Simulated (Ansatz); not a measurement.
# H4Si: the cost of one run

The runs use Ansatz 0.2.0, Gaussian basis; PBE0-D4/def2-TZVP structures, single points in def2-TZVPP, no counterpoise correction.

Levels: SPW92, PBE-D4, BLYP-D4, r2SCAN-D4, B97M-V, PBE0-D4, B3LYP-D4, r2SCAN0-D4, BHLYP-D4, CAM-B3LYP-D4, wB97X-V, wB97M-V, B2PLYP, PBE-QIDH, RPA on PBE, Hartree-Fock, MP2, CCSD, CCSD(T).

Cores are frozen in the correlated methods. Orbitals are unrestricted. B3LYP uses VWN-RPA correlation. B2PLYP carries no dispersion term here.

94 further runs of the same task are left out: 94 set aside as unsound or not needed.

## Step 1: Starting geometry

The complex: 9 atoms, charge 0, spin multiplicity 2.

Atoms are counted from 1 here; the program's logs count them from 0.

Bond lengths: H1–Si2 1.486 Å, Si2–H4 1.485 Å, Si2–H5 1.485 Å, Si2–H6 1.485 Å, Si3–H7 1.486 Å, Si3–H8 1.486 Å, Si3–H9 1.486 Å. Angles: H1–Si2–H4 109.5°, H1–Si2–H5 109.5°, H1–Si2–H6 109.5°, H4–Si2–H5 109.4°, H4–Si2–H6 109.4°, H5–Si2–H6 109.4°, H7–Si3–H8 111.2°, H7–Si3–H9 111.2°, H8–Si3–H9 111.2°.

Geometry (Å):

```xyz
9

H     0.07479    0.30709    0.75898
Si    0.21159    0.86038    2.13152
Si   -0.23375   -0.94915   -2.35195
H    -0.37550    2.22361    2.17733
H     1.64914    0.92884    2.49747
H    -0.50196   -0.01759    3.09339
H     0.76128   -2.04349   -2.49646
H     0.03545    0.15203   -3.31291
H    -1.62104   -1.46183   -2.49727
```

Its parts: SiH₄ holds atoms 1, 2, 4, 5, 6; SiH₃ radical holds atoms 3, 7, 8, 9. Each part counts its atoms afresh in its own runs.

## Step 2: Relaxing SiH₄ alone

Input file relax-a/in.yaml:

```yaml
crystal:
  periodic: [false, false, false]
  atoms:
    - {symbol: H, position_ang: [0.074793, 0.307092, 0.758982]}
    - {symbol: Si, position_ang: [0.211590, 0.860380, 2.131522]}
    - {symbol: H, position_ang: [-0.375501, 2.223605, 2.177332]}
    - {symbol: H, position_ang: [1.649142, 0.928841, 2.497468]}
    - {symbol: H, position_ang: [-0.501958, -0.017587, 3.093385]}
basis:
  gaussian: {orbitals: def2-TZVP}
hamiltonian: {xc: pbe0, dispersion: d4}
relax: {f_tol: 0.005, max_steps: 200}
```

Started as:

```sh
$ ansatz run in.yaml --threads 2 --pin off --events-out ev --progress --plain --max-ram 4352MiB
```

**Question.** How long does this run take on 2 threads of Arm Neoverse V2, shared host?

About 1.2 s.
